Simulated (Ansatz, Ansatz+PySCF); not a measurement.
```xyz
8

C     0.6678    0.7833    0.0000
C    -0.6678    0.7833    0.0000
C    -0.6678   -0.7833    0.0000
C     0.6678   -0.7833    0.0000
H     1.4408    1.5532    0.0000
H    -1.4408    1.5532    0.0000
H    -1.4408   -1.5532    0.0000
H     1.4408   -1.5532    0.0000
```

RHF-MP2 on singlet C4H4 was run in several spherical basis sets with Ansatz (development build ahead of 0.2.0). Frozen core: 4 orbitals. Caution for RHF-MP2: an unrestricted determinant lies well below; in another basis set an unrestricted determinant lies well below.

Problem. Rank the basis sets by the total energy that they give, lowest first, with the distance from the lowest.
A. def2-TZVP
B. def2-SVP
C. cc-pVTZ

Solution. C (0.00 eV), A (0.24 eV), B (7.52 eV).

Totals follow the description of the cores as much as that of the bonds, so this order isn't one of quality for chemistry.
